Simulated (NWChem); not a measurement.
**formic acid (CH$_{2}$O$_{2}$)**

SMILES: OC=O
```xyz
5

O      0.7441     0.8276     0.0000
C      0.1773    -0.3776     0.0000
O     -1.0006    -0.5842     0.0000
H      0.0245     1.4806     0.0000
H      0.9640    -1.1615     0.0000
```
Charge 0, spin multiplicity 1.

The numbers come from NWChem runs, not from measurements. All single points use one geometry, from PBE0/def2-SVP, a minimum by its harmonic frequencies. It is one conformer; others weren't searched.

Symmetry labels belong to the abelian group Cs used in the runs, with the axes of the coordinates shown.

Task: List the lowest 4 singlet excitations that CIS/def2-SVPD gives, with oscillator strengths.

Result: 
```tsv
state	symmetry	energy (eV)	wavelength (nm)	f
1	a"	6.75	184	0.002
2	a'	9.66	128	0.128
3	a"	10.14	122	0.001
4	a'	10.33	120	0.147
```
